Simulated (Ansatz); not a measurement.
# FH2OSi radical: small, medium and large basis sets

The task here is to estimate one member of a computed series from the others.

Program: Ansatz 0.2.0, Gaussian basis. Level of theory: one geometry, several basis sets. These are calculated values, not measurements.

Levels to be run: PBE0-D4/def2-SVP; ωB97M-V/def2-SVP; PBE0-D4/def2-QZVPP; ωB97M-V/def2-QZVPP; the functionals' def2-TZVPP values are taken from earlier runs.

## The relaxed structure

An earlier PBE0-D4 in a triple-zeta def2 set relaxation fixed the geometry.

SMILES `O[SiH]F`, 5 atoms, charge 0, spin multiplicity 2.

Atoms are counted from 1 here; the program's logs count them from 0.

Bond lengths: O1–Si2 1.636 Å, O1–H4 0.959 Å, Si2–F3 1.603 Å, Si2–H5 1.490 Å. Angles: Si2–O1–H4 119.2°, O1–Si2–F3 110.5°, O1–Si2–H5 105.3°, F3–Si2–H5 107.6°.

As a file:

```xyz
5

O    -0.6152   -0.8846   -0.2763
Si    0.2839    0.2457    0.4931
F     0.2070    1.6465   -0.2831
H    -1.5645   -0.7651   -0.3380
H     1.6888   -0.2426    0.4044
```

Set-up of the first run:

Input file in.yaml:

```yaml
crystal:
  periodic: [false, false, false]
  atoms:
    - {symbol: O, position_ang: [-0.615246, -0.884596, -0.276297]}
    - {symbol: Si, position_ang: [0.283942, 0.245681, 0.493067]}
    - {symbol: F, position_ang: [0.207019, 1.646526, -0.283147]}
    - {symbol: H, position_ang: [-1.564507, -0.765053, -0.337994]}
    - {symbol: H, position_ang: [1.688793, -0.242558, 0.404370]}
basis:
  gaussian: {orbitals: def2-SVP}
magnetization: {spin_polarized: true, initial_magnetization: 1}
hamiltonian: {xc: pbe0, dispersion: d4}
output: {orbitals: {seedname: orbitals}}
```

Among the steps run: PBE0-D4 in def2-SVP; ωB97M-V in def2-SVP; PBE0-D4 in def2-QZVPP; ωB97M-V in def2-QZVPP.

One of the session's tables, all rows but one given; the rest of the session is left out.

It belongs to the step «Density functionals: the series». 

| functional | basis | HOMO (eV) | LUMO (eV) |
| --- | --- | --- | --- |
| PBE0-D4 | def2-SVP | -6.16 | -2.21 |
| PBE0-D4 | def2-TZVPP | -6.32 | -2.25 |
| PBE0-D4 | def2-QZVPP | ? | ? |
| ωB97M-V | def2-SVP | -7.94 | -0.52 |
| ωB97M-V | def2-TZVPP | -8.11 | -0.65 |
| ωB97M-V | def2-QZVPP | -8.17 | -0.77 |

Estimate the missing values for PBE0-D4, def2-QZVPP.

**Answer.** HOMO (eV): -6.37; LUMO (eV): -2.32. In the column «HOMO (eV)» it lies between ωB97M-V, def2-SVP (-7.94) and PBE0-D4, def2-TZVPP (-6.32).
